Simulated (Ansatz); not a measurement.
Born–Oppenheimer molecular dynamics of C$_{3}$H$_{4}$ (7 atoms, charge 0, multiplicity 1). It starts from a relaxed structure.

Method: RKS BLYP/6-31G in Ansatz 0.2.0.

```yaml
ensemble: NVT, Langevin thermostat
time_step: 0.5 fs
steps_asked: 100
set_temperature: 100 K
friction: 0.01 /fs
seed: 745073
```

First frame:

```xyz
7
Properties=species:S:1:pos:R:3
C -1.365 -0.693 -0.813
C -0.396 -0.211 -0.244
C 0.768 0.368 0.439
H -2.213 -1.114 -1.312
H 1.289 1.103 -0.200
H 0.475 0.888 1.369
H 1.504 -0.409 0.715
```

Problem. How far do the bonds stretch over the last three quarters of this one trajectory? (Pairs bonded in most of those frames.)

Solution. 
```json
{"bond": "C1–C2", "mean (Å)": "1.225", "spread (Å)": "0.006", "shortest": "1.22", "longest": "1.24"}
{"bond": "C1–H4", "mean (Å)": "1.072", "spread (Å)": "0.025", "shortest": "1.03", "longest": "1.11"}
{"bond": "C2–C3", "mean (Å)": "1.472", "spread (Å)": "0.019", "shortest": "1.44", "longest": "1.50"}
{"bond": "C3–H5", "mean (Å)": "1.107", "spread (Å)": "0.012", "shortest": "1.09", "longest": "1.13"}
{"bond": "C3–H6", "mean (Å)": "1.111", "spread (Å)": "0.026", "shortest": "1.06", "longest": "1.15"}
{"bond": "C3–H7", "mean (Å)": "1.105", "spread (Å)": "0.009", "shortest": "1.09", "longest": "1.12"}
```

Mean temperature of the second half: 77 K. The mean temperature of the second half is 23 % below the set value. A run of 0.05 ps of so small a system gives no equilibrium averages. Limits of this set-up: no polarisation functions.

Run time: 58 s on 1 CPU thread of a shared host.
